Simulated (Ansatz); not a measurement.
Ideal-gas functions of `N=C=C(S)Cl` at 298.15 K and 1 bar, from an Ansatz frequency run at PBE0-D4/def2-TZVP.

Molar mass 107.56 g/mol, point group C1 (symmetry number 1), electronic degeneracy 1, moments of inertia 160.005, 171.423, 326.675 u Å². Harmonic wavenumbers (cm⁻¹, unscaled): 154, 230, 252, 301, 491, 527, 580, 739, 910, 958, 997, 1316, 2151, 2648, 3503.

Use S(trans) = R[1.5 ln M + 2.5 ln T − 1.1517]; rotational temperatures θ = 24.2544 K / I; S(rot) = R[ln(√π/σ · √(T³/θAθBθC)) + 1.5]; for each mode x = 1.438777 ν̃/T, S = R[x/(eˣ − 1) − ln(1 − e⁻ˣ)] and H = RT x/(eˣ − 1); 1 cm⁻¹ = 0.0119627 kJ/mol; R = 8.31446 J/(mol·K).

Question: By hand: the entropy, in J/(mol·K).

Answer: Translation 167.2. Rotation: θ = 0.1516, 0.1415, 0.0742 K, giving 115.1. Vibration, mode by mode: 10.97, 7.86, 7.18, 5.91, 2.85, 2.49, 2.03, 1.10, 0.56, 0.46, 0.40, 0.11, 0.00, 0.00, 0.00, in all 41.9. Electronic 0.0. Sum 324.2 J/(mol·K).

Question: By hand: H − E and G − E in kJ/mol, counted from the electronic energy.

Answer: Zero-point energy ½ × 15757 × 0.0119627 = 94.2; thermal vibration 7.6; translation, rotation and pV give 4 RT = 9.9. H − E = 111.7 kJ/mol, and G − E = 111.7 − 298.15 × 324.2/1000 = 15.0 kJ/mol.

Vibration gives 13 % of the entropy. The sum counts one conformer and one mirror image; others add a mixing term.
